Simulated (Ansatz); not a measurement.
Consider the isomerisation: `CCCCCl` → `CC(C)CCl`.

Isolated molecules relaxed with PBE0-D4/def2-TZVP in Ansatz; ΔE leaves out vibrations. CCSD(T)/CBS is the MP2 limit (def2-TZVPP, def2-QZVPP) plus CCSD(T) − MP2 in def2-TZVPP, frozen cores. DFT in def2-TZVPP. B3LYP here is the variant with VWN-RPA as its local correlation; programs differ in this. HSE06 is defined as in plane-wave codes. Each species was taken in one conformer, which may not be the lowest.

```csv
level,ΔE (kJ/mol),difference from CCSD(T)/CBS
B97M-V,-6.0,0.5
PBE0-D4,-4.6,1.9
B3LYP-D4,-4.5,2.0
HSE06-D4,-4.5,2.0
ωB97X-V,-5.2,1.3
ωB97M-V,-5.9,0.6
revPBE,-1.0,5.5
r2SCAN,-5.4,1.1
PBE0,-3.2,3.3
B3LYP,-1.7,4.8
r2SCANh,-5.2,1.3
HSE06,-3.2,3.3
CCSD(T)/def2-SVP,-6.2,0.3
SCS-MP2/def2-TZVPP,-6.7,-0.2
CCSD(T)/def2-TZVPP,-6.8,-0.3
SCS-MP2/def2-QZVPP,-6.4,0.1
CCSD(T)/CBS,-6.5,0
```

Largest T1 diagnostic among the species: 0.009.

Leaving LDA and LC-ωPBE aside and taking each functional with its dispersion term where it has one, the values, not all of them listed here, spread over 1.7 kJ/mol, from B97M-V to B2PLYP. LDA lies −4.2 kJ/mol from PBE without D4. In def2-TZVPP, CCSD(T) changes the Hartree–Fock value by −6.2 kJ/mol (the triples alone add −1.1 kJ/mol) and MP2 by −7.9 kJ/mol.
